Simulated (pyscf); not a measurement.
Structures and frequencies: ωB97X-D3(BJ)/def2-SVP in PySCF.

Q: PH₂• + H₃Si–SiH(SiH₃)–SiH₃ -> PH₃ + H₃Si–Si•(SiH₃)–SiH₃
Surface: doublet. Broken: H–Si. Formed: H–P. Give ΔE‡ and ΔE from ωB97M-D3(BJ)/def2-TZVP, relative to the separated reactants.

A: ΔE‡ = 6.0 kcal/mol, ΔE = +0.1 kcal/mol. Zero-point energy shifts the barrier by -0.8 kcal/mol. It is a hydrogen abstraction, with an imaginary mode of 1626i cm⁻¹. This is the saddle that the search found; another between the same sides may lie lower. The angle at the transferred H is 159°.
